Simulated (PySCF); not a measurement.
Start geometry of `C(=C)/C=C/C=C` (hexatriene) from GFN2-xTB (Å):
```
atom  x, y, z in Å
C1    -2.9368    0.8769   -0.4288
C2    -1.8986    0.3135    0.1114
C3    -0.5574    0.5961   -0.2863
C4     0.5706    0.0130    0.2706
C5     1.8899    0.2863   -0.1280
C6     2.9533   -0.2846    0.4282
H7    -3.9508    0.6700   -0.1188
H8    -2.8418    1.6396   -1.2229
H9    -2.0235   -0.4096    0.9195
H10   -0.4050    1.3281   -1.0541
H11    0.3943   -0.7242    1.0699
H12    2.0274    1.0262   -0.8979
H13    2.8277   -1.0110    1.2056
H14    3.9435   -0.0554    0.1238
```

Question: What comes out of this run: PBE0-D3(BJ)/def2-TZVP geometry optimisation, gas phase in PySCF?

Answer: 
```
atom  x, y, z in Å
C1    -2.9205    1.1785   -0.2486
C2    -1.8813    0.4749    0.2049
C3    -0.5203    0.6632   -0.2305
C4     0.5203   -0.0508    0.2283
C5     1.8818    0.1354   -0.2059
C6     2.9195   -0.5706    0.2480
H7    -3.9254    0.9976    0.1115
H8    -2.7930    1.9567   -0.9943
H9    -2.0471   -0.2971    0.9534
H10   -0.3428    1.4369   -0.9755
H11    0.3418   -0.8239    0.9738
H12    2.0498    0.9074   -0.9538
H13    2.7895   -1.3487    0.9932
H14    3.9259   -0.3937   -0.1099
```

The energy falls by 0.157 eV over 8 energy and gradient evaluations, the largest force component goes from 0.0621 to 2.1e-04 Eh/bohr, and the atoms move by 0.027 Å rms after alignment. The bond that changes most is C3=C4 (both ends alkene CH carbon), which shortens by 0.044 Å. Bonds longer at the end by more than 0.005 Å: 8 of 13; shorter: 3. Among the angles that change most is C3–C4–H11, from 116.3° to 119.0°. Rotational constants go from 26909, 1366, 1300 to 26785, 1351, 1286 MHz. The orientation of the end geometry is arbitrary; only internal coordinates are fixed.

The run used 234 basis functions and 61 SCF cycles in all.

Whether it is a minimum is left open (no frequencies). The numbers are those of one conformer.
